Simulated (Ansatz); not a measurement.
Process, species as SMILES: Cl (HCl) → [Cl-] + H+
B3LYP-D3(BJ)/def2-TZVP geometries, fixed; electronic energies without zero-point terms.
Largest species:
```
Cl
H 1 1.2820
```
Charge 0, spin multiplicity 1.

Energies in hartree at PBE with Ansatz (an electronic-structure program); the deprotonation energy is their sum with the coefficients shown, times 627.509 kcal/mol a hartree; the bare proton counts zero. All functions are spherical. The program fits the integrals of some runs and decomposes those of others, by size. No added dispersion term, no relativity.

```csv
species,coefficient,part,aug-cc-pV(D+d)Z,aug-cc-pV(T+d)Z,aug-cc-pV(Q+d)Z
Cl (HCl),-1,PBE,-460.62027,-460.63592,-460.63941
[Cl-],+1,PBE,-460.08823,-460.10058,-460.10383
```

Problem. Predict the deprotonation energy in aug-cc-pV(5+d)Z (X = 5): let each PBE step shrink by the ratio of the last two. Compare with the run.

Solution. 
- Cl (HCl): steps -0.01565 and -0.00349, ratio 0.223, so PBE -460.64019 (run: -460.64263).
- [Cl-]: steps -0.01235 and -0.00325, ratio 0.263, so PBE -460.10468 (run: -460.10694).
Predicted 336.04 kcal/mol; the run in aug-cc-pV(5+d)Z gives 336.15, a miss of -0.11. Keeping the value in aug-cc-pV(Q+d)Z, 336.08, would miss by -0.07. All sums are of the energies as printed.
